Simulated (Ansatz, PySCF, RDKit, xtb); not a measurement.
# CHAlB: a search for the lowest isomer

Only the formula CHAlB is given (odd number of electrons). Aim: find the structure of lowest free energy at 298.15 K, then its properties.

The funnel: GFN2-xTB relaxations, single points with a density functional, relaxations at B3LYP-D4/def2-TZVP, harmonic vibrations, and a last energy at a higher level. All values are calculated.

6 further runs of the same task are left out: 6 set aside as unsound or not needed.

## 1. Drawing up candidates

A program enumerates the bonding patterns with one Lewis structure each (two rings at most, one unusual centre or charged pair), with their diastereomers. O–O, O–halogen and N–halogen bonds and N–N–N chains are not drawn. That gives 8 candidates.

```
label           SMILES     spin
 c074   [C]#[B-][AlH+]  doublet
 c188   [B]1=[C][AlH]1  doublet
 c236     [CH]=[B][Al]  doublet
 c314   [B]1=[CH][Al]1  doublet
 c363  [bH-]1[c][Al+]1  doublet
 c526     [B]=[CH][Al]  doublet
 c790       B#[C][AlH]  doublet
 c857        B=[C][Al]  doublet
```

Candidates are built by distance geometry, with a force field where one applies, in up to four conformers (letters a to d). 10 starts with atoms placed at random are added, to find patterns that the rules miss.

Q: Predict the outcome of this search (final energies at CCSD(T)/def2-TZVPP).

| quantity | value |
| --- | --- |
| lowest structure found | B=[C][Al], doublet, Cs |
| next finalist | [B]1=[CH][Al]1, doublet, 6.1 kcal/mol higher in G |
| share at equilibrium, among the finalists | 100.0 % |
| harmonic wavenumbers, lowest and highest (B3LYP-D4/def2-TZVP) | 142 and 2813 cm⁻¹ |
| rotational constants, same geometry | 2.029, 0.2635, 0.2332 cm⁻¹ |
| dipole moment (PBE0/def2-TZVPD) | 3.11 D |
| HOMO energy (highest over α and β) (PBE0/def2-TZVPD) | -6.76 eV |
| LUMO energy (lowest over α and β) (PBE0/def2-TZVPD) | -3.92 eV |
| lowest excitation (TD-B3LYP/def2-SVPD) | 0.80 eV (f = 0.001) |
| strongest of the states computed, same level | 1.45 eV (f = 0.016) |
| vertical ionisation energy (to the singlet cation) | 9.09 eV |
| vertical electron affinity | 2.20 eV |
| vertical quartet less doublet | +3.02 eV |

The lowest structure found is `B=[C][Al]`. Among the finalists first place is clear (6.1 kcal/mol); structures outside the list aren't covered. GFN2-xTB, HF/STO-3G, B3LYP-D4/def2-TZVP, HF/def2-TZVPP and MP2/def2-TZVPP already put its bonding pattern lowest among the structures in one piece; r2SCAN-D4/def2-SVP favours the doublet [B]1=[CH][Al]1. A large T1 diagnostic among the finalists warns that one reference determinant may not suffice. It concerns: the winner; the finalist [B]1=[CH][Al]1 (doublet); the finalist [CH]=[B][Al] (doublet). The stability test raises a flag; for an open shell a flag towards a general spinor solution can be the free rotation of the spin. Lowest found is not proven lowest: the search is finite, and each finalist counts with one conformer.
